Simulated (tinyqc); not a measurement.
Worked calculation: G0W0 on RHF in the sto-3g basis, for H2O, spin multiplicity 1. One step of it, computed by the program tinyqc.

Task: G0W0 on Hartree-Fock: LUMO. W(p,q,m) = sqrt2 sum_ia (pq|ia) (X+Y)_ia,m; Sigma_c(x) = sum_(i,m) W^2/(x - e_i + w_m) + sum_(a,m) W^2/(x - e_a - w_m); solve x = e_p + Sigma_c(x) by Newton steps; Z = 1/(1 - dSigma/dx); 1 hartree = 27.211386 eV.

orbital energies (hartree): MO1 -20.256945, MO2 -1.273584, MO3 -0.587459, MO4 -0.477338, MO5 -0.397756, MO6 0.589992, MO7 0.707411

Two-electron integrals over orbitals (pq|rs), unique and non-zero (hartree):
```
p,q,r,s,(pq|rs)
1,1,1,1,4.744989
2,1,1,1,-0.415760
2,1,2,1,0.057993
2,2,1,1,1.004050
2,2,2,1,-0.012679
2,2,2,2,0.731597
3,1,1,1,0.025354
3,1,2,1,-0.002929
3,1,2,2,0.002796
3,1,3,1,0.011771
3,2,1,1,-0.010993
3,2,2,1,0.001500
3,2,2,2,0.010657
3,2,3,1,0.018099
3,2,3,2,0.141427
3,3,1,1,0.810044
3,3,2,1,-0.004679
3,3,2,2,0.648613
3,3,3,1,-0.000918
3,3,3,2,-0.003949
3,3,3,3,0.635347
4,1,1,1,0.193455
4,1,2,1,-0.023833
4,1,2,2,0.016423
4,1,3,1,0.002022
4,1,3,2,0.000060
4,1,3,3,0.006691
4,1,4,1,0.027464
4,2,1,1,-0.139728
4,2,2,1,0.009528
4,2,2,2,0.001531
4,2,3,1,-0.000120
4,2,3,2,0.001110
4,2,3,3,0.004014
4,2,4,1,0.016908
4,2,4,2,0.122738
4,3,1,1,0.026116
4,3,2,1,-0.001151
4,3,2,2,0.007877
4,3,3,1,-0.004100
4,3,3,2,0.017100
4,3,3,3,0.006156
4,3,4,1,-0.001416
4,3,4,2,-0.012465
4,3,4,3,0.051119
4,4,1,1,0.973633
4,4,2,1,-0.013243
4,4,2,2,0.664337
4,4,3,1,-0.000009
4,4,3,2,-0.010611
4,4,3,3,0.596835
4,4,4,1,-0.010135
4,4,4,2,-0.099710
4,4,4,3,0.012816
4,4,4,4,0.754914
5,1,5,1,0.026027
5,2,5,1,0.032365
5,2,5,2,0.143925
5,3,5,1,-0.001913
5,3,5,2,-0.006435
5,3,5,3,0.029618
5,4,5,1,-0.014143
5,4,5,2,-0.049516
5,4,5,3,0.003960
5,4,5,4,0.055994
5,5,1,1,1.115341
5,5,2,1,-0.011673
5,5,2,2,0.746950
5,5,3,1,0.000705
5,5,3,2,-0.005462
5,5,3,3,0.632995
5,5,4,1,0.005425
5,5,4,2,-0.074922
5,5,4,3,0.014626
5,5,4,4,0.715229
5,5,5,5,0.880159
6,1,1,1,0.206099
6,1,2,1,-0.031266
6,1,2,2,-0.000367
6,1,3,1,0.006005
6,1,3,2,0.006217
6,1,3,3,-0.001276
6,1,4,1,-0.000450
6,1,4,2,-0.020093
6,1,4,3,0.000139
6,1,4,4,0.018350
6,1,5,5,0.005391
6,1,6,1,0.029099
6,2,1,1,-0.276721
6,2,2,1,0.005515
6,2,2,2,-0.132284
6,2,3,1,0.003524
6,2,3,2,0.016552
6,2,3,3,-0.077168
6,2,4,1,-0.018032
6,2,4,2,-0.021530
6,2,4,3,-0.012769
6,2,4,4,-0.068393
6,2,5,5,-0.143059
6,2,6,1,0.010397
6,2,6,2,0.096054
6,3,1,1,0.122620
6,3,2,1,-0.002631
6,3,2,2,0.050571
6,3,3,1,-0.003713
6,3,3,2,0.024300
6,3,3,3,0.035005
6,3,4,1,0.000523
6,3,4,2,-0.026946
6,3,4,3,0.029084
6,3,4,4,0.044075
6,3,5,5,0.066356
6,3,6,1,0.000290
6,3,6,2,-0.034160
6,3,6,3,0.073005
6,4,1,1,-0.231105
6,4,2,1,0.002844
6,4,2,2,-0.098293
6,4,3,1,-0.003349
6,4,3,2,-0.025973
6,4,3,3,-0.045977
6,4,4,1,0.000060
6,4,4,2,0.048040
6,4,4,3,-0.011855
6,4,4,4,-0.124048
6,4,5,5,-0.124233
6,4,6,1,-0.003792
6,4,6,2,0.049550
6,4,6,3,-0.046219
6,4,6,4,0.087182
6,5,5,1,-0.013597
6,5,5,2,-0.051510
6,5,5,3,0.009985
6,5,5,4,-0.000522
6,5,6,5,0.035776
6,6,1,1,0.822709
6,6,2,1,-0.007361
6,6,2,2,0.617746
6,6,3,1,-0.004024
6,6,3,2,-0.055770
6,6,3,3,0.578404
6,6,4,1,0.018778
6,6,4,2,0.048015
6,6,4,3,-0.032197
6,6,4,4,0.566041
6,6,5,5,0.598241
6,6,6,1,-0.009843
6,6,6,2,-0.090093
6,6,6,3,-0.016024
6,6,6,4,-0.027716
6,6,6,6,0.643406
7,1,1,1,0.088182
7,1,2,1,-0.013787
7,1,2,2,-0.001406
7,1,3,1,-0.013727
7,1,3,2,-0.021332
7,1,3,3,0.001750
7,1,4,1,0.001392
7,1,4,2,-0.006183
7,1,4,3,0.005830
7,1,4,4,0.006546
7,1,5,5,0.002241
7,1,6,1,0.004460
7,1,6,2,-0.002904
7,1,6,3,0.004899
7,1,6,4,0.003069
7,1,6,6,0.003951
7,1,7,1,0.021829
7,2,1,1,-0.122971
7,2,2,1,0.002261
7,2,2,2,-0.056972
7,2,3,1,-0.013417
7,2,3,2,-0.034952
7,2,3,3,-0.024929
7,2,4,1,-0.005855
7,2,4,2,0.000397
7,2,4,3,0.034131
7,2,4,4,-0.037883
7,2,5,5,-0.062285
7,2,6,1,-0.003060
7,2,6,2,0.016030
7,2,6,3,0.021485
7,2,6,4,0.025195
7,2,6,6,-0.044418
7,2,7,1,0.015879
7,2,7,2,0.068885
7,3,1,1,-0.335538
7,3,2,1,0.007002
7,3,2,2,-0.122555
7,3,3,1,-0.000467
7,3,3,2,0.022332
7,3,3,3,-0.084311
7,3,4,1,0.000998
7,3,4,2,0.078029
7,3,4,3,-0.001719
7,3,4,4,-0.141217
7,3,5,5,-0.175611
7,3,6,1,-0.006508
7,3,6,2,0.060006
7,3,6,3,-0.028797
7,3,6,4,0.073363
7,3,6,6,-0.054403
7,3,7,1,-0.002239
7,3,7,2,0.039332
7,3,7,3,0.146210
7,4,1,1,-0.054713
7,4,2,1,0.000724
7,4,2,2,-0.017794
7,4,3,1,0.009487
7,4,3,2,0.074854
7,4,3,3,-0.014872
7,4,4,1,-0.000933
7,4,4,2,0.005074
7,4,4,3,-0.002145
7,4,4,4,-0.032541
7,4,5,5,-0.028267
7,4,6,1,0.004207
7,4,6,2,0.020972
7,4,6,3,0.028958
7,4,6,4,-0.006242
7,4,6,6,-0.047325
7,4,7,1,-0.011541
7,4,7,2,-0.006653
7,4,7,3,0.035627
7,4,7,4,0.067594
7,5,5,1,-0.005793
7,5,5,2,-0.022108
7,5,5,3,-0.021121
7,5,5,4,0.002543
7,5,6,5,0.005084
7,5,7,5,0.025487
7,6,1,1,-0.001033
7,6,2,1,0.000523
7,6,2,2,0.009212
7,6,3,1,0.006621
7,6,3,2,0.069480
7,6,3,3,-0.009277
7,6,4,1,0.005241
7,6,4,2,0.017623
7,6,4,3,0.036159
7,6,4,4,-0.017049
7,6,5,5,-0.002532
7,6,6,1,-0.001548
7,6,6,2,-0.014119
7,6,6,3,0.034465
7,6,6,4,-0.021380
7,6,6,6,-0.043216
7,6,7,1,-0.008827
7,6,7,2,0.006902
7,6,7,3,0.028303
7,6,7,4,0.038499
7,6,7,6,0.070566
7,7,1,1,0.846213
7,7,2,1,-0.008363
7,7,2,2,0.626043
7,7,3,1,0.006921
7,7,3,2,0.064151
7,7,3,3,0.605229
7,7,4,1,0.006440
7,7,4,2,-0.004205
7,7,4,3,0.033641
7,7,4,4,0.587190
7,7,5,5,0.614818
7,7,6,1,0.004733
7,7,6,2,-0.065753
7,7,6,3,0.061323
7,7,6,4,-0.057523
7,7,6,6,0.531145
7,7,7,1,-0.006247
7,7,7,2,-0.019954
7,7,7,3,-0.056199
7,7,7,4,0.028730
7,7,7,6,0.045321
7,7,7,7,0.652822
```

excitation energies w (hartree): 1.055905  1.151171  1.155907  1.233103  1.382441  1.566930  2.055948  2.149145  20.904294  21.008744

X + Y:
```
,1,2,3,4,5,6,7,8,9,10
1>6,0.000000,0.000341,0.000000,-0.000614,-0.000674,0.001587,-0.001744,-0.000210,0.994973,0.085141
1>7,0.000000,-0.000732,0.000000,0.001657,0.001090,0.000807,0.002201,-0.002130,-0.085594,0.995287
2>6,0.000000,-0.042941,0.000000,-0.071925,0.044327,-0.282169,0.785714,0.461822,0.000182,-0.000034
2>7,0.000000,-0.049443,0.000000,0.071396,-0.025951,-0.114410,-0.522066,0.804247,-0.000081,0.000282
3>6,0.000000,0.369247,0.000000,-0.596516,0.620922,-0.150186,-0.080055,-0.009859,-0.000001,0.000053
3>7,0.000000,-0.234037,0.000000,-0.287732,0.115519,0.814165,0.099796,0.155763,-0.000075,-0.000033
4>6,0.000000,0.868551,0.000000,0.134480,-0.241123,0.221960,0.057491,0.075469,-0.000040,0.000027
4>7,0.000000,0.043121,0.000000,0.707524,0.625032,0.117374,0.039375,0.014981,0.000056,-0.000120
5>6,0.962672,0.000000,0.089216,0.000000,0.000000,0.000000,0.000000,0.000000,0.000000,0.000000
5>7,-0.098738,0.000000,0.973241,0.000000,0.000000,0.000000,0.000000,0.000000,0.000000,0.000000
```

Give: The 12 largest terms at x = e_p; Newton steps; quasiparticle energy of the LUMO; Hartree-Fock value.

Result:

The 12 largest terms at x = e_p (hartree; W for the signs of X + Y given):
```
q,m,W,term
6,8,-0.1251,-0.0073
7,5,0.0751,-0.0038
3,5,0.0978,0.0037
4,6,0.0968,0.0036
2,7,0.1124,0.0032
6,7,-0.0780,-0.0030
6,5,-0.0593,-0.0025
2,8,0.1004,0.0025
4,8,0.0870,0.0024
4,5,-0.0617,0.0016
3,7,-0.0683,0.0014
4,2,0.0535,0.0013
```

Newton steps (hartree):
```
step,x,Sigma_c(x),Z
0,0.5900,0.0060,0.9814
1,0.5959,0.0059,0.9814
2,0.5959,0.0059,0.9814
```

quasiparticle energy of the LUMO = 16.2140 eV

Hartree-Fock value = 16.0545 eV
